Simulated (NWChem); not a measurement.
# C2H4ClF (1-chloro-2-fluoroethane): levels of theory compared

Wanted: a comparison of 4 runs (r2SCAN/6-31++G**, r2SCAN/6-31+G*, r2SCAN/6-311+G**, r2SCAN/6-31G*) of C2H4ClF (1-chloro-2-fluoroethane). 

The calculation is run with NWChem 7.3.0.

4 further runs of the same task are left out: 4 that didn't finish.

## Step 1: The structure to begin with

C2H4ClF has 8 atoms, charge 0, and is taken as a singlet. SMILES: `FCCCl`. Geometry: relaxed at PBE0-D4/def2-TZVP. This is one conformer, not always the lowest.

Bond lengths: F1–C2 1.375 Å, C2–C3 1.501 Å, C3–Cl4 1.778 Å, C2–H5 1.093 Å, C2–H6 1.096 Å, C3–H7 1.090 Å, C3–H8 1.091 Å. Some angles: F1–C2–C3 110.9°, C2–C3–Cl4 112.2°, F1–C2–H5 108.3°, F1–C2–H6 108.0°, C3–C2–H5 111.2°, C3–C2–H6 109.0°, C2–C3–H7 110.7°, C2–C3–H8 109.7°, Cl4–C3–H7 107.4°, Cl4–C3–H8 107.5°.

## Step 2: The energy at r2SCAN/6-31++G(d,p) (spherical functions) (run 1)

The input, sp.nw:

```
start sp
title "C2H4ClF r2SCAN"
memory 2200 mb
geometry units angstrom noautosym nocenter noautoz
   F       -1.336980       0.498150       1.030500
   C       -0.143560       0.671020       0.368890
   C        0.300450      -0.609920      -0.275720
   Cl      -0.759330      -1.087620      -1.620890
   H       -0.273910       1.462220      -0.374180
   H        0.609620       0.981160       1.102570
   H        0.296790      -1.425630       0.446820
   H        1.306920      -0.489380      -0.677980
end
basis spherical bse
   * library 6-31++G**
end
dft
   xc r2scan
   grid fine
   convergence energy 1e-08
   maxiter 100
   mulliken
   print low
end
task dft energy
```

Run with:

```
nwchem sp.nw > sp.out
```

Log:

```text
[...]
 d= 0,ls=0.0,diis     1   -638.4525994817 -8.00D+02  1.64D-02  6.16D-01     4.7
[...]
 d= 0,ls=0.0,diis    10   -638.5229064217 -2.52D-09  3.79D-07  1.44D-09    37.9
         Total DFT energy =     -638.522906421723
      One electron energy =    -1200.927450097273
           Coulomb energy =      451.673731005612
    Exchange-Corr. energy =      -50.941206420935
 Nuclear repulsion energy =      161.672019090873
[...]
      Total Density - Mulliken Population Analysis
     ---------------------------------------------
    Atom       Charge   Shell Charges
 -----------   ------   -------------------------------------------------------
    1 F    9     9.27   2.00  0.94  3.30  1.04  1.91 -0.02  0.09  0.02
    2 C    6     6.01   2.00  0.68  1.99  0.53  0.65  0.04  0.06  0.07
    3 C    6     6.40   2.00  0.67  2.03  0.68  0.98 -0.06  0.05  0.04
    4 Cl  17    17.01   2.00  2.00  5.97  1.39  3.62  0.58  1.43 -0.03  0.04  0.03
    5 H    1     0.85   0.53  0.29  0.01  0.01
    6 H    1     0.85   0.53  0.31 -0.00  0.01
    7 H    1     0.78   0.52  0.25 -0.00  0.01
    8 H    1     0.82   0.53  0.26  0.02  0.01
[...]
```

Wall time 39 s (1 thread of Intel Xeon Platinum 8259CL at 2.50GHz (Skylake/Cascade Lake), shared host); peak memory 0.12 GiB.

## Step 3: A single-point energy at r2SCAN/6-31+G(d) (spherical functions) (run 2)

The input, run.nw:

```
start run
title "C2H4ClF r2SCAN"
memory total 2200 mb

geometry units angstroms noautosym nocenter noautoz
   F       -1.336980       0.498150       1.030500
   C       -0.143560       0.671020       0.368890
   C        0.300450      -0.609920      -0.275720
   Cl      -0.759330      -1.087620      -1.620890
   H       -0.273910       1.462220      -0.374180
   H        0.609620       0.981160       1.102570
   H        0.296790      -1.425630       0.446820
   H        1.306920      -0.489380      -0.677980
end

basis spherical bse
   F library 6-31+G*
   C library 6-31+G*
   Cl library 6-31+G*
   H library 6-31+G*
end

dft
   xc r2scan
   grid fine
   convergence energy 1e-08
   maxiter 100
   mulliken
   print low
end

task dft energy
```

Run with:

```
nwchem run.nw > run.out
```

Log:

```text
[...]
 d= 0,ls=0.0,diis     1   -638.4436918964 -8.00D+02  1.76D-02  6.29D-01     3.7
[...]
 d= 0,ls=0.0,diis    10   -638.5163429319 -2.24D-09  3.50D-07  1.20D-09    29.3
         Total DFT energy =     -638.516342931900
      One electron energy =    -1200.923802915661
           Coulomb energy =      451.673628680651
    Exchange-Corr. energy =      -50.938187787763
 Nuclear repulsion energy =      161.672019090873
[...]
      Total Density - Mulliken Population Analysis
     ---------------------------------------------
    Atom       Charge   Shell Charges
 -----------   ------   -------------------------------------------------------
    1 F    9     9.27   2.00  0.94  3.30  1.04  1.91 -0.02  0.10  0.02
    2 C    6     6.14   2.00  0.69  2.00  0.56  0.70  0.08  0.04  0.07
    3 C    6     6.58   2.00  0.68  2.04  0.72  1.03  0.05  0.02  0.05
    4 Cl  17    16.97   2.00  2.00  5.97  1.39  3.62  0.57  1.43 -0.06  0.04  0.03
    5 H    1     0.78   0.53  0.25
    6 H    1     0.80   0.53  0.27
    7 H    1     0.72   0.52  0.20
    8 H    1     0.74   0.52  0.22
[...]
```

Run time: 30 s. Hardware: 1 thread of Intel Xeon Platinum 8259CL at 2.50GHz (Skylake/Cascade Lake), shared host; peak memory 0.11 GiB.

Run 3 isn't shown in full; the table further down has it.

## Step 4: The energy at r2SCAN/6-31G(d) (spherical functions) (run 4)

The input, c2h4clf.nw:

```
start c2h4clf
memory stack 880 mb heap 220 mb global 1100 mb

geometry units au noautosym nocenter noautoz
 F  -2.52652603  0.94136707  1.94736277
 C  -0.27128908  1.26804402  0.69710107
 C   0.56776821 -1.15258176 -0.52103529
 Cl -1.43492574 -2.05530393 -3.06303818
 H  -0.51761488  2.76319533 -0.70709772
 H   1.15201484  1.85412368  2.08355533
 H   0.56085182 -2.69405026  0.84436743
 H   2.46972087 -0.92479417 -1.28119652
end

basis spherical bse
 * library 6-31G*
end

dft
 xc r2scan
 mult 1
 grid fine
 convergence energy 1e-08
 iterations 100
 mulliken
 noprint "final vectors analysis"
end

task dft energy
```

Run with:

```
nwchem c2h4clf.nw > c2h4clf.out
```

Log:

```text
[...]
          Wavefunction type:  closed shell.
          No. of atoms     :     8
          No. of electrons :    42
[...]
          Charge           :     0
          Spin multiplicity:     1
[...]
          AO basis - number of functions:    68
[...]
              XC Information
              --------------
                      r^2SCAN Method XC Functional
               r^2SCAN metaGGA Exchange Functional  1.000
                     r^2SCAN Correlation Potential  1.000
[...]
 d= 0,ls=0.0,diis     1   -638.4279614027 -8.00D+02  2.04D-02  6.44D-01     2.6
[...]
 d= 0,ls=0.0,diis    10   -638.5025280448 -1.19D-09  2.84D-07  6.74D-10    20.4
         Total DFT energy =     -638.502528044797
      One electron energy =    -1201.299754395800
           Coulomb energy =      452.108051209897
    Exchange-Corr. energy =      -50.982832349716
 Nuclear repulsion energy =      161.672007490822
[...]
      Total Density - Mulliken Population Analysis
     ---------------------------------------------
    Atom       Charge   Shell Charges
 -----------   ------   -------------------------------------------------------
    1 F    9     9.33   2.00  0.94  3.30  1.04  2.05  0.02
    2 C    6     5.93   2.00  0.69  2.00  0.50  0.67  0.07
    3 C    6     6.47   2.00  0.68  2.04  0.70  1.01  0.05
    4 Cl  17    17.06   2.00  2.00  5.97  1.39  3.60  0.56  1.51  0.03
    5 H    1     0.82   0.53  0.29
    6 H    1     0.84   0.53  0.30
    7 H    1     0.76   0.52  0.24
    8 H    1     0.78   0.52  0.26
[...]
```

Run time: 21 s. Hardware: 1 thread of Intel Xeon Platinum 8259CL at 2.50GHz (Skylake/Cascade Lake), shared host; peak memory 0.12 GiB.

## Step 5: The series

| run | level | energy (Eh) | wall time |
| --- | --- | --- | --- |
| 1 | r2SCAN/6-31++G** (spherical functions) | -638.522906 | 39 s |
| 2 | r2SCAN/6-31+G* (spherical functions) | -638.516343 | 30 s |
| 3 | r2SCAN/6-311+G** | -638.598579 | 52 s |
| 4 | r2SCAN/6-31G* (spherical functions) | -638.502528 | 21 s |

## Step 6: Outcome

```
            quantity          value
 run 4: total energy  -638.50253 Eh
run 4: dipole moment         2.74 D
```

Over the runs the total energy spans 2.614 eV. All runs together took 2.4 min, the longest 52 s.
